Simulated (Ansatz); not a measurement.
# AlH3 (SMILES [H][Al]([H])[H]) at 6 levels

Wanted: a comparison of 6 runs (BLYP/3-21G, BHLYP/6-31G*, PBE0/6-31G*, r2SCAN0/6-31G*, RPA@PBE/6-31G*, MP2/3-21G) of AlH3. 

The results are computed with Ansatz 0.2.0.

61 further runs of the same task are left out: 2 that didn't finish, 59 set aside as unsound or not needed.

## (1) Starting point

AlH3 has 4 atoms, charge 0, and is taken as a singlet. SMILES: `[H][Al]([H])[H]`. The H2–Al1 distance was set to 2.330 Å, away from the relaxed value. At this shape a bond of the SMILES string is far longer than usual.

Bond lengths: Al1–H3 1.553 Å, Al1–H4 1.553 Å. Angles: H3–Al1–H4 120.0°.

## (2) A single-point energy at BLYP/3-21G (run 1)

input.yaml

```yaml
crystal:
  periodic: [false, false, false]
  atoms:
    - {symbol: Al, position_ang: [-0.776298, 0.015229, -0.007275]}
    - {symbol: H, position_ang: [1.552650, -0.030520, 0.014610]}
    - {symbol: H, position_ang: [-1.526098, 1.375089, -0.026415]}
    - {symbol: H, position_ang: [-1.579118, -1.314051, -0.002815]}
basis:
  gaussian:
    orbitals: 3-21G.json
hamiltonian:
  xc: {name: BLYP}
accuracy: high
```

The basis set 3-21G is read from a file made from the Basis Set Exchange's data (not shown).

Started as:

```bash
ansatz run input.yaml --threads 1 --pin off --max-ram 2610MiB --events-out events.jsonl --progress --plain --runs-dir runs
```

Output:

```text
Warning: RAYON_NUM_THREADS=1 ignored (pool sized by the plan → 1); use --threads N
Functional definition: BLYP
  name "BLYP"
  parameter beta = 0.0042
  parameter a = 0.04918
  parameter b = 0.132
  parameter c = 0.2533
  parameter d = 0.349
  exchange = b88_x(beta = beta)
  correlation = lyp_c(a = a, b = b, c = c, d = d)
369 factors; integrals over basis functions are off by at most 2.5e-9 eV
mean field evaluation 1: about -6605.2055 eV, gradient 1.4e1 eV
mean field evaluation 2: about -6604.7545 eV, gradient 1.4e1 eV
mean field evaluation 4: about -6606.1318 eV, gradient 6.6e-1 eV
mean field evaluation 8: about -6606.1291 eV, gradient 9.0e-4 eV
mean field evaluation 16: about -6606.1291 eV, gradient 3.4e-8 eV
mean field -6606.12911134 eV, -242.7707670467 hartree, gradient 3.4e-8 eV, S^2 0.000000; 0 other end points of the search recorded, 0 dependent functions left out
reference -6606.12915831 eV, -242.7707687727 hartree; 8, 8 occupied and 11, 11 virtual orbitals, 369 factors
Total energy: -6606.12915831 eV, -242.7707687727 hartree
```

Wall time 0.54 s (1 thread of Arm Neoverse V2, shared host).

## (3) A single-point energy at BHLYP/6-31G(d) (spherical functions) (run 2)

input.yaml

```yaml
crystal:
  periodic: [false, false, false]
  atoms:
    - symbol: Al
      position_ang: [-0.776298, 0.015229, -0.007275]
    - symbol: H
      position_ang: [1.552650, -0.030520, 0.014610]
    - symbol: H
      position_ang: [-1.526098, 1.375089, -0.026415]
    - symbol: H
      position_ang: [-1.579118, -1.314051, -0.002815]
basis:
  gaussian: {orbitals: 6-31G_st_-spherical.json}
hamiltonian: {xc: {name: BHLYP}}
accuracy: high
```

The basis set 6-31G* is read from a file made from the Basis Set Exchange's data (not shown).

Started as:

```bash
ansatz run input.yaml --threads 1 --pin off --max-ram 2610MiB --events-out events.jsonl --progress --plain --runs-dir runs
```

Output:

```text
Warning: RAYON_NUM_THREADS=1 ignored (pool sized by the plan → 1); use --threads N
Functional definition: BHLYP
  name "BHLYP"
  parameter a = 0.5
  exchange = (1 - a)*b88_x + a*exact_x
  correlation = lyp_c
452 factors; integrals over basis functions are off by at most 4.3e-9 eV
mean field evaluation 1: about -6642.3219 eV, gradient 7.6e0 eV
mean field evaluation 2: about -6642.5746 eV, gradient 2.7e0 eV
mean field evaluation 4: about -6642.6227 eV, gradient 5.8e-2 eV
mean field evaluation 8: about -6642.6236 eV, gradient 1.0e-3 eV
mean field -6642.62355017 eV, -244.1119129369 hartree, gradient 6.7e-8 eV, S^2 0.000000; 0 other end points of the search recorded, 0 dependent functions left out
reference -6642.62357452 eV, -244.1119138316 hartree; 8, 8 occupied and 16, 16 virtual orbitals, 452 factors
Total energy: -6642.62357452 eV, -244.1119138316 hartree
```

It took 0.72 s on 1 thread of Arm Neoverse V2, shared host.

## (4) A single-point energy at PBE0/6-31G(d) (spherical functions) (run 3)

input.yaml

```yaml
crystal:
  periodic: [false, false, false]
  atoms:
    - {symbol: Al, position_ang: [-0.776298, 0.015229, -0.007275]}
    - {symbol: H, position_ang: [1.552650, -0.030520, 0.014610]}
    - {symbol: H, position_ang: [-1.526098, 1.375089, -0.026415]}
    - {symbol: H, position_ang: [-1.579118, -1.314051, -0.002815]}
basis:
  gaussian:
    orbitals: 6-31G_st_-spherical.json
hamiltonian:
  xc: pbe0
accuracy: high
```

The basis set 6-31G* is read from a file made from the Basis Set Exchange's data (not shown).

Started as:

```bash
ansatz run input.yaml --threads 1 --pin off --max-ram 2610MiB --events-out events.jsonl --progress --plain --runs-dir runs
```

Output:

```text
Warning: RAYON_NUM_THREADS=1 ignored (pool sized by the plan → 1); use --threads N
Functional definition: PBE0
  name "PBE0"
  parameter a = 0.25
  parameter kappa = 0.804
  parameter beta = 0.06672455060314922
  exchange = (1 - a)*pbe_x(kappa = kappa, mu = beta*pi^2/3) + a*exact_x
  correlation = pbe_c(beta = beta)
452 factors; integrals over basis functions are off by at most 4.3e-9 eV
mean field evaluation 1: about -6639.0324 eV, gradient 8.8e0 eV
mean field evaluation 2: about -6639.2285 eV, gradient 5.2e0 eV
mean field evaluation 4: about -6639.3988 eV, gradient 1.2e-1 eV
mean field evaluation 8: about -6639.3977 eV, gradient 1.1e-3 eV
mean field -6639.39765523 eV, -243.9933634845 hartree, gradient 9.4e-8 eV, S^2 0.000000; 0 other end points of the search recorded, 0 dependent functions left out
reference -6639.39765810 eV, -243.9933635898 hartree; 8, 8 occupied and 16, 16 virtual orbitals, 452 factors
Total energy: -6639.39765810 eV, -243.9933635898 hartree
```

Wall time 0.7 s (1 thread of Arm Neoverse V2, shared host).

Runs 4 to 5 aren't shown in full; the table further down has their settings and results.

## (5) The energy at MP2/3-21G (run 6)

in.yaml

```yaml
crystal:
  periodic: [false, false, false]
  atoms:
    - symbol: Al
      position_ang: [-0.776298, 0.015229, -0.007275]
    - symbol: H
      position_ang: [1.552650, -0.030520, 0.014610]
    - symbol: H
      position_ang: [-1.526098, 1.375089, -0.026415]
    - symbol: H
      position_ang: [-1.579118, -1.314051, -0.002815]
basis:
  gaussian:
    orbitals: 3-21G.json
correlation:
  method: mp2
  frozen_orbitals: {Al: 5, H: 0}
accuracy: high
```

The basis set 3-21G is read from a file made from the Basis Set Exchange's data (not shown).

Started as:

```bash
ansatz run in.yaml --threads 1 --pin off --max-ram 2610MiB --events-out events.jsonl --progress --plain --runs-dir runs
```

Output:

```text
Warning: RAYON_NUM_THREADS=1 ignored (pool sized by the plan → 1); use --threads N
Functional definition: HF
  name "HF"
  exchange = exact_x
  correlation = 0
369 factors; integrals over basis functions are off by at most 2.5e-9 eV
mean field evaluation 1: about -6590.7389 eV, gradient 7.5e0 eV
mean field evaluation 2: about -6590.7394 eV, gradient 7.5e0 eV
mean field evaluation 4: about -6591.1589 eV, gradient 3.8e-1 eV
mean field evaluation 8: about -6591.1604 eV, gradient 3.5e-5 eV
mean field -6591.16043654 eV, -242.2206783939 hartree, gradient 1.7e-8 eV, S^2 0.000000; 0 other end points of the search recorded, 0 dependent functions left out; unrestricted orbitals would lower it
mean field evaluation 16: about -6591.1602 eV, gradient 2.2e-1 eV
5 core orbitals not correlated: weight in the atoms' cores, before any rotation towards them, 1.000 or more for the frozen orbitals, at most 0.000 for the correlated occupied ones
reference -6591.16043654 eV, -242.2206783939 hartree; 3, 3 occupied and 11, 11 virtual orbitals, 369 factors
second order -1.29045309 eV of doubles, -0.00000000 eV of singles
Total energy: -6592.45088963 eV, -242.2681016701 hartree
```

Wall time 0.08 s (1 thread of Arm Neoverse V2, shared host).

## (6) Overview of the runs

```csv
run,level,frozen core orbitals,energy (Eh),wall time
1,BLYP/3-21G,–,-242.770769,0.54 s
2,BHLYP/6-31G* (spherical functions),–,-244.111914,0.72 s
3,PBE0/6-31G* (spherical functions),–,-243.993364,0.7 s
4,r2SCAN0/6-31G* (spherical functions),–,-244.076594,1.6 s
5,RPA@PBE/6-31G* (spherical functions),5,-243.684538,1.1 s
6,MP2/3-21G,5,-242.268102,0.08 s
```

## (7) What came out

| quantity | value |
| --- | --- |
| run 6: total energy | -242.26810 Eh |
| run 6: correlation energy (5 core orbitals frozen) | -47.4 mEh |

In words: Totals of different functionals can't be ranked against each other. In run 6 the log says that unrestricted orbitals would lower the reference, so the values rest on an unstable closed-shell determinant (other closed-shell runs at this shape may share the fault). All runs together took 4.6 s, the longest 1.6 s.
